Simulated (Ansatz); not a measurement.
A first try at a ranking of conformers of C3H5NO, SMILES NCC=C=O, using the Python package of Ansatz (0.2.0).

The script, `c3h5no.py`:
```python
"""Rank force-field conformers of C3H5NO by single points."""

import ansatz as az
from rdkit import Chem
from rdkit.Chem import AllChem

rd = Chem.AddHs(Chem.MolFromSmiles("NCC=C=O"))
ids = list(AllChem.EmbedMultipleConfs(rd, numConfs=20, randomSeed=171, pruneRmsThresh=0.4))
field = [energy for _, energy in AllChem.MMFFOptimizeMoleculeConfs(rd)]
distinct = {round(e, 2): i for i, e in zip(ids, field)}
chosen = sorted(distinct.items())[:3]
found = []
for force_field, index in chosen:
    molecule = az.Crystal.molecule()
    for atom, xyz in zip(rd.GetAtoms(), rd.GetConformer(index).GetPositions()):
        molecule = molecule.atom(atom.GetSymbol(), xyz.round(5).tolist())
    calculation = molecule.calculation()
    calculation = calculation.basis(gaussian="def2-SVP")
    calculation = calculation.functional("b3lyp")
    calculation = calculation.stress()
    found.append(calculation.run(threads=1).report["free_energy_ev"])
print("conformer   MMFF (kcal/mol)   this level (eV)")
for (force_field, index), e in zip(chosen, found):
    print(f"{index:9d} {force_field - chosen[0][0]:17.2f} {(e - min(found)):17.3f}")
```

```console
$ python c3h5no.py
Traceback (most recent call last):
  File "c3h5no.py", line 21, in <module>
    found.append(calculation.run(threads=1).report["free_energy_ev"])
                 ~~~~~~~~~~~~~~~^^^^^^^^^^^
  ...
ansatz.RefusalError: invalid value for `basis.gaussian`: such a run doesn't read output.stress; remove what it names
$ echo $?
1
```
(Library frames cut from the traceback.)

What is wrong, and how is it mended?

The fault: a molecule has no stress. The correction:

```diff
--- before
+++ after
@@ -19,3 +19,2 @@
     calculation = calculation.functional("b3lyp")
-    calculation = calculation.stress()
     found.append(calculation.run(threads=1).report["free_energy_ev"])
```

After the fix:

```console
$ python c3h5no.py
conformer   MMFF (kcal/mol)   this level (eV)
        2              0.00             0.136
        0              1.31             0.000
```

The conformers keep their force-field geometries. b3lyp holds the VWN-RPA fit, as in Gaussian; the form of ORCA and Turbomole is b3lyp5. Wall time of the script: 6.5 s on 1 thread of Arm Neoverse V1, with other jobs on the host, peak memory 0.27 GiB.
